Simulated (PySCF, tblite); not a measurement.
Isomers of C4H7Cl. Method: GFN2-xTB as coded in tblite; computed harmonic values from a numerical Hessian at the method's own geometry, unscaled. Against measured fundamentals such values can be off by several per cent, at times by over 20. One conformer each.

Electronic energies: PBE0/pcSseg-1 single points on the GFN2-xTB geometries (PySCF, gas phase).

```csv
SMILES,"electronic energy, lowest = 0 (kcal/mol)"
C/C=C(/C)Cl,0.0
CC/C=C\Cl,4.9
ClC1CCC1,5.2
```

**Question.** How do GFN2-xTB zero-point energies change the relative energies?

**Answer.** 
```tsv
SMILES	ZPE (kcal/mol)	of it from modes above 1550 cm⁻¹	electronic (kcal/mol)	with ZPE, lowest = 0 (kcal/mol)	lowest mode (cm⁻¹)	rings
C/C=C(/C)Cl	60.9	32.8	0.0	0.0	103	0
CC/C=C\Cl	61.4	32.8	4.9	5.4	32	0
ClC1CCC1	62.9	30.2	5.2	7.3	98	1
```

The zero-point energies span 2.0 kcal/mol, from `C/C=C(/C)Cl` to `ClC1CCC1`. The order is unchanged.

**Question.** And how do the electronic energies of GFN2-xTB itself compare?

**Answer.** `C/C=C(/C)Cl` 3.6; `CC/C=C\Cl` 9.2; `ClC1CCC1` 0.0 kcal/mol, lowest = 0. Against the energies above, taken from the same isomer `C/C=C(/C)Cl`, the largest difference is 8.8 kcal/mol.

**Question.** What do entropy and thermal enthalpy add at 298.15 K and 1 bar (rigid rotor, harmonic oscillator, one conformer each)?

**Answer.** 
| SMILES | point group | symmetry number | S (cal/(mol K)) | H − H(0) (kcal/mol) | ZPE + H − H(0) − TS (kcal/mol) |
| --- | --- | --- | --- | --- | --- |
| C/C=C(/C)Cl | Cs | 1 | 80.1 | 4.75 | 41.7 |
| CC/C=C\Cl | C1 | 1 | 80.4 | 4.52 | 41.9 |
| ClC1CCC1 | Cs | 1 | 73.7 | 3.80 | 44.8 |
